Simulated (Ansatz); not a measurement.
Ansatz (a first-principles code) input (PBE0/def2-TZVPP):

Ansatz 0.2 input:
```yaml
crystal:
  periodic: [false, false, false]
  atoms:
    - {symbol: C, position_ang: [-0.30533261, -1.70728978, 0.02202826]}
    - {symbol: C, position_ang: [0.49586612, -0.60667486, -0.00020802]}
    - {symbol: C, position_ang: [-0.03560035, 0.72219420, -0.00712747]}
    - {symbol: H, position_ang: [0.36628103, -2.59455723, 0.02243663]}
    - {symbol: H, position_ang: [1.59772456, -0.59297275, -0.01500254]}
    - {symbol: N, position_ang: [-0.41337207, 1.81973609, -0.01365582]}
basis:
  gaussian:
    orbitals: def2-TZVPP
    final_grid: {core_spheres: 6, valence_spheres: 5, degree: 17}
hamiltonian:
  xc: {name: PBE0}
total_charge: -1
magnetization: {spin_polarized: false}
```

Output:

```
Functional definition: PBE0
integrals: 0.04 GiB planned
813 factors; their error is unknown
mean field: 0.47 GiB planned
mean field evaluation 1: about -4624.1302 eV, gradient 3.7e1 eV
mean field evaluation 2: about -4619.8664 eV, gradient 5.6e1 eV
mean field evaluation 4: about -4627.4583 eV, gradient 5.0e0 eV
mean field evaluation 8: about -4627.5223 eV, gradient 3.9e-1 eV
mean field evaluation 16: about -4627.5226 eV, gradient 4.5e-5 eV
mean field -4627.52256285 eV, -170.0583175371 hartree, gradient 4.5e-5 eV, S^2 0.000000; 0 other end points of the search recorded, 0 dependent functions left out
reference -4627.52258062 eV, -170.0583181903 hartree; 14, 14 occupied and 138, 138 virtual orbitals, 813 factors
Total energy: -4627.52258062 eV, -170.0583181903 hartree
```
